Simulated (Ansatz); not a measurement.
# C₂H₇PS: how energies converge with the basis set

The task here is to estimate one member of a computed series from the others.

Method: one geometry, several basis sets; program: Ansatz 0.2.0, Gaussian basis.

The runs, in order: PBE0-D4/def2-SVP; ωB97M-V/def2-SVP; PBE0-D4/def2-QZVPP; ωB97M-V/def2-QZVPP; the functionals' def2-TZVPP values are taken from earlier runs.

## The geometry

All runs share one geometry, relaxed beforehand with PBE0-D4 in a triple-zeta def2 set.

SMILES `CCSP`, 11 atoms, charge 0, spin multiplicity 1.

Atoms are counted from 1 here; the program's logs count them from 0.

Bond lengths: C1–C2 1.515 Å, C1–H5 1.092 Å, C1–H6 1.092 Å, C1–H7 1.092 Å, C2–S3 1.822 Å, C2–H8 1.091 Å, C2–H9 1.091 Å, S3–P4 2.104 Å, P4–H10 1.420 Å, P4–H11 1.420 Å. Angles: C2–C1–H5 111.2°, C2–C1–H6 110.0°, C2–C1–H7 111.2°, H5–C1–H6 108.1°, H5–C1–H7 108.0°, H6–C1–H7 108.1°, C1–C2–S3 108.8°, C1–C2–H8 111.0°, C1–C2–H9 111.0°, S3–C2–H8 108.8°, S3–C2–H9 108.8°, H8–C2–H9 108.4°, C2–S3–P4 99.6°, S3–P4–H10 98.5°, S3–P4–H11 98.4°, H10–P4–H11 93.3°.

Set-up of the first run:

in.yaml reads:

```yaml
crystal:
  periodic: [false, false, false]
  atoms:
    - {symbol: C, position_ang: [0.747495, 1.674588, 0.382742]}
    - {symbol: C, position_ang: [0.210723, 0.486233, -0.388323]}
    - {symbol: S, position_ang: [-0.330801, -0.787605, 0.797081]}
    - {symbol: P, position_ang: [-0.978883, -2.267568, -0.550103]}
    - {symbol: H, position_ang: [-0.018155, 2.102209, 1.033643]}
    - {symbol: H, position_ang: [1.076996, 2.452317, -0.310082]}
    - {symbol: H, position_ang: [1.599284, 1.390346, 1.004320]}
    - {symbol: H, position_ang: [0.979169, 0.060302, -1.035281]}
    - {symbol: H, position_ang: [-0.639674, 0.774415, -1.008267]}
    - {symbol: H, position_ang: [-2.235988, -2.556237, 0.043214]}
    - {symbol: H, position_ang: [-0.344864, -3.386101, 0.051657]}
basis:
  gaussian: {orbitals: def2-SVP}
hamiltonian: {xc: pbe0, dispersion: d4}
output: {orbitals: {seedname: orbitals}}
```

Command:

```
$ ansatz run in.yaml --threads 4 --pin off --events-out ev --progress --plain --max-ram 10444MiB
```

Among the steps run: PBE0-D4 in def2-SVP; ωB97M-V in def2-SVP; PBE0-D4 in def2-QZVPP; ωB97M-V in def2-QZVPP.

One of the session's tables, all rows but one given; the rest of the session is left out.

It belongs to the step «Density functionals: the series». 

```
functional       basis  HOMO (eV)  LUMO (eV)
   PBE0-D4    def2-SVP      -6.68       0.23
   PBE0-D4  def2-TZVPP      -6.79      -0.14
   PBE0-D4  def2-QZVPP      -6.82      -0.27
   ωB97M-V    def2-SVP      -8.85       2.30
   ωB97M-V  def2-TZVPP      -8.98       1.73
   ωB97M-V  def2-QZVPP          ?          ?
```

**Question.** Estimate the row for ωB97M-V, def2-QZVPP.

**Answer.** HOMO (eV): -9.02; LUMO (eV): 1.43. In the column «HOMO (eV)» it is the lowest.
